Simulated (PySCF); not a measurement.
Frontier levels across methods

Species: C5H7F.
Geometry (PBE0-D3(BJ)/def2-SVP, Å), atoms numbered from 1 in this order:
```xyz
13
C5H7F angstrom
C      2.174    0.421    0.481
C      1.267    0.139   -0.454
C      0.058   -0.727   -0.249
C     -1.224    0.007   -0.504
C     -2.162    0.172    0.421
F     -3.294    0.831    0.189
H      3.033    1.063    0.268
H      2.091    0.021    1.496
H      1.385    0.568   -1.458
H      0.064   -1.140    0.773
H      0.119   -1.591   -0.937
H     -1.394    0.442   -1.495
H     -2.100   -0.209    1.446
```

Basis pcSseg-1 throughout (PySCF), one geometry. Geometry: PBE0-D3(BJ)/def2-SVP, one conformer, isolated molecule.

**Question.** How do the orbital energies, the gap and the dipole change with the method?

**Answer.** 
```csv
method,kind,HOMO (eV),LUMO (eV),gap (eV),μ (D),SCF cycles
BLYP,GGA,-5.87,-0.84,5.03,1.27,16
OPBE,GGA,-5.98,-0.86,5.12,1.24,16
B97-D,GGA,-5.99,-0.89,5.10,1.32,15
PBE,GGA,-6.02,-0.99,5.04,1.26,16
KT3,GGA,-6.05,-0.92,5.13,1.27,15
KT2,GGA,-6.06,-0.98,5.08,1.30,15
BP86,GGA,-6.13,-1.09,5.04,1.29,16
LDA,LDA,-6.21,-1.23,4.98,1.35,15
B97-2,global hybrid,-7.01,-0.03,6.98,1.44,14
B3LYP,global hybrid,-7.03,-0.21,6.83,1.43,14
PBE0,global hybrid,-7.27,0.02,7.29,1.44,14
mPW1PW91,global hybrid,-7.30,0.00,7.30,1.46,14
BHandHLYP,global hybrid,-8.34,1.16,9.50,1.60,12
CAM-B3LYP,range-separated hybrid,-8.61,1.20,9.81,1.48,12
wB97X-D,range-separated hybrid,-9.15,1.83,10.98,1.49,12
HF,Hartree–Fock,-9.89,3.94,13.83,1.75,11
LC-wPBE,range-separated hybrid,-9.99,2.36,12.35,1.47,13
```

The HOMO spans 4.12 eV, from BLYP down to LC-wPBE, and the gap runs from 4.98 eV (LDA) to 13.83 eV (HF). Over the methods BLYP (0 %), OPBE (0 %), B97-D (0 %), PBE (0 %), KT3 (0 %), KT2 (0 %), BP86 (0 %), LDA (0 %), B97-2 (21 %), B3LYP (20 %), PBE0 (25 %), mPW1PW91 (25 %), BHandHLYP (50 %), HF (100 %), a straight line through the gap against the share of exact exchange rises by 0.88 eV for each 10 % (correlation coefficient 1.000). The dipole ranges from 1.24 D (OPBE) to 1.75 D (HF). This basis has no diffuse functions.
